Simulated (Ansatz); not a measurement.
Geometry optimisation, Ansatz, UKS r2SCAN-D4/def2-SVP.

Input file:

```yaml
crystal:
  periodic: [false, false, false]
  atoms:
    - { symbol: B, position_ang: [-2.04198, 0.85127, -1.38275] }
    - { symbol: Al, position_ang: [-0.15925, 0.75599, -0.6562] }
    - { symbol: Si, position_ang: [0.92243, -0.71813, 0.9533] }
    - { symbol: H, position_ang: [-1.60574, 0.29417, -0.3993] }
    - { symbol: H, position_ang: [0.88922, 1.77816, -1.26596] }
    - { symbol: H, position_ang: [0.98719, -0.28128, 2.36889] }
    - { symbol: H, position_ang: [2.32458, -1.09021, 0.64373] }
    - { symbol: H, position_ang: [0.23307, -2.03371, 1.04699] }
magnetization:
  spin_polarized: true
  initial_magnetization: 1
basis:
  gaussian: { orbitals: def2-SVP }
hamiltonian:
  xc: r2scan
  dispersion: d4
relax:
  f_tol: 0.02
  max_steps: 50
output:
  orbitals: {}
```

Launched with:

```bash
$ ansatz run input.yaml --threads 2 --pin off --max-ram 3072MiB --backend cpu --events-out ev --progress --plain --runs-dir out
```

**Question.** Where does it end, and by what steps?

**Answer.** The run converged. The force dipped under the threshold on the way, but the program's further checks kept it going. After 24 steps the energy has fallen by 2.870 eV; H4 moved furthest, 1.54 Å. Parted: Al2–H4.

| step | energy less start (eV) | largest force component (eV/Å) | accepted |
| --- | --- | --- | --- |
| 0 | 0.0000 | 3.488 | yes |
| 1 | -0.8427 | 1.600 | yes |
| 2 | -1.2606 | 0.915 | yes |
| 3 | -1.5466 | 1.181 | yes |
| 4 | -1.7519 | 0.857 | yes |
| 5 | -1.8075 | 0.688 | yes |
| 6 | -1.9371 | 0.773 | yes |
| 7 | -2.0858 | 0.669 | yes |
| 8 | -2.2561 | 0.402 | yes |
| 9 | -2.4129 | 0.591 | yes |
| 10 | -2.5754 | 0.987 | yes |
| 11 | -2.7255 | 0.276 | yes |
| 12 | -2.8333 | 0.230 | yes |
| 13 | -2.8443 | 0.165 | yes |
| 14 | -2.8572 | 0.304 | yes |
| 15 | -2.8614 | 0.044 | yes |
| 16 | -2.8632 | 0.066 | yes |
| 17 | -2.8644 | 0.111 | yes |
| 18 | -2.8657 | 0.068 | yes |
| 19 | -2.8671 | 0.007 | yes |
| 20 | -2.8684 | 0.077 | yes |
| 21 | -2.8690 | 0.036 | yes |
| 22 | -2.8695 | 0.023 | yes |
| 23 | -2.8698 | 0.019 | yes |
| 24 | -2.8699 | 0.013 | yes |

```xyz
8
Properties=species:S:1:pos:R:3
B -1.769 0.695 -0.936
Al 0.203 0.896 -0.487
Si 1.087 -0.867 0.986
H -2.935 0.499 -1.151
H 1.081 2.100 -1.047
H 1.612 -0.284 2.265
H 2.223 -1.598 0.331
H 0.048 -1.884 1.348
```

Whether the end is a true minimum wasn't checked by a vibrational analysis.

Time of the run: 2.2 min on 2 threads of Arm Neoverse V1 (shared host), peak memory 0.24 GiB.
